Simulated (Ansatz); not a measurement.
# BSiH$_{2}$ (H-bridged), quartet: reading a ladder of total energies

Geometry: that of the BSiH2 (H-bridged), doublet, kept fixed. The doublet lies 3.0 eV lower here.

```tsv
atom	x (Å)	y (Å)	z (Å)
Si	0.0000	-0.0053	0.5948
B	0.0000	-0.0779	-1.2479
H	0.0000	1.1505	-0.7602
H	0.0000	-0.1670	-2.4296
```

Basis 6-31G; Ansatz 0.2.0. Only valence electrons are correlated (noble-gas cores frozen), which leaves 9 electrons in 20 orbitals. Prefix R: restricted or restricted open-shell reference; prefix U: unrestricted.

Full CI is exact within this basis and frozen core; it isn't the basis-set limit. The frozen core follows each run's orbitals, which can shift R against U totals by a few meV.

Runs differ by some tens of microhartree through their thresholds and, for an open shell, their frozen cores, so steps under 0.1 kcal/mol mean nothing.

```json
{"level": "UHF", "total energy (hartree)": "-314.517914"}
{"level": "UMP2", "total energy (hartree)": "-314.595143"}
{"level": "UCCSD", "total energy (hartree)": "-314.621382"}
{"level": "UCCSD(T)", "total energy (hartree)": "-314.624234"}
{"level": "UCCSDT", "total energy (hartree)": "-314.625180"}
{"level": "UCCSDT(Q)", "total energy (hartree)": "-314.625326"}
{"level": "UCCSDTQ", "total energy (hartree)": "-314.625360"}
{"level": "full CI", "total energy (hartree)": "-314.625364"}
```

Problem. What is the correlation energy at full CI, and what share of it do UMP2 and UCCSDT recover?

Solution. E(corr) = -314.625364 − (-314.517914) = -0.107450 hartree = -2.924 eV. UMP2: -0.077229 / -0.107450 = 71.87 %. UCCSDT: -0.107266 / -0.107450 = 99.83 %.

Problem. By how many kcal/mol does UCCSD(T) miss full CI (1 hartree = 627.509 kcal/mol), and which steps make up the rest?

Solution. -314.624234 − (-314.625364) = 0.001130 hartree = 0.71 kcal/mol. Steps: UCCSDT − UCCSD(T) = -0.59, UCCSDT(Q) − UCCSDT = -0.09, UCCSDTQ − UCCSDT(Q) = -0.02, full CI − UCCSDTQ = 0.00 kcal/mol. That is within 1 kcal/mol of the reference in this basis, which itself misses far more of the correlation at the basis-set limit.
